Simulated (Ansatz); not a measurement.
Geometry optimisation, UKS B3LYP-D4/def2-mTZVP (Ansatz 0.2.0).

Input:

```yaml
crystal:
  periodic: [false, false, false]
  atoms:
    - { symbol: H, position_ang: [0.104175, -0.175456, -0.324663] }
    - { symbol: Si, position_ang: [-0.320959, -0.37835, 1.041225] }
    - { symbol: S, position_ang: [0.914604, 0.3034, -2.812507] }
    - { symbol: H, position_ang: [-0.496865, -1.828072, 1.289864] }
    - { symbol: H, position_ang: [-1.606806, 0.323899, 1.268838] }
    - { symbol: H, position_ang: [0.704592, 0.163868, 1.964188] }
    - { symbol: H, position_ang: [0.701059, 1.590712, -2.426944] }
magnetization:
  spin_polarized: true
  initial_magnetization: 1
basis:
  gaussian: { orbitals: def2-mTZVP }
hamiltonian:
  xc: b3lyp
  dispersion: d4
relax:
  f_tol: 0.03
  max_steps: 50
```

Run as:

```bash
$ ansatz run input.yaml --threads 2 --pin off --max-ram 3072MiB --backend cpu --events-out ev --progress --plain --runs-dir out
```

**Question.** Where does it end, and by what steps?

**Answer.** The run converged. After 2 steps the energy has fallen by 0.021 eV; S3 moved furthest, 0.14 Å.

```
step  energy less start (eV)  largest force component (eV/Å)  accepted
   0                  0.0000                           0.791       yes
   1                 -0.0175                           0.339       yes
   2                 -0.0208                           0.018       yes
```

```xyz
7
Properties=species:S:1:pos:R:3
H 0.126 -0.155 -0.389
Si -0.314 -0.369 1.020
S 0.873 0.263 -2.686
H -0.485 -1.821 1.251
H -1.599 0.337 1.232
H 0.718 0.176 1.932
H 0.680 1.568 -2.359
```

The run took 6.4 s on 2 threads of Arm Neoverse V2, on a shared host, peak memory 0.15 GiB.
